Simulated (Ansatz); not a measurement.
C5H7N can be A, `C=C1C=NC1C`, or B, `Cc1cc[nH]c1`.

Program: Ansatz. Geometries: PBE0-D4/def2-TZVP. ΔE: electronic, gas phase. CBS: MP2 limit from def2 TZ/QZ plus the TZ coupled-cluster correction, frozen cores. Functionals use def2-TZVPP. B3LYP here is the variant with VWN-RPA as its local correlation; programs differ in this.

(1) Which is lower in electronic energy at CCSD(T)/CBS, and by how much? (Estimate.)

(2) Give E(B) − E(A) in kcal/mol with CCSD(T)/def2-SVP, r2SCAN-D4, CCSD(T)/def2-TZVPP, B2PLYP, B3LYP-D4, PBE0-D4, MP2/def2-TZVPP. (Best estimate.)

(3) Does the order hold for the free energy at 298.15 K (harmonic terms from PBE0-D4)? (Estimate.)

Largest T1 diagnostic: 0.012.

Answers

(1) Ansatz gave: B, by 42.8 kcal/mol.

(2) Ansatz gave: CCSD(T)/def2-SVP -42.5, r2SCAN-D4 -46.9, CCSD(T)/def2-TZVPP -41.4, B2PLYP -44.8, B3LYP-D4 -44.8, PBE0-D4 -47.3, MP2/def2-TZVPP -47.9. None reverses the order clearly.

(3) The calculation gave: Yes: G(B) − G(A) = -41.2 kcal/mol.

From r2SCAN to r2SCAN0 (25 % exact exchange), in def2-TZVPP and without D4, E(B) − E(A) moves by −1.5 kcal/mol. In def2-TZVPP, CCSD(T) changes the Hartree–Fock value by −0.9 kcal/mol (the triples alone add −0.1 kcal/mol) and MP2 by −7.4 kcal/mol.
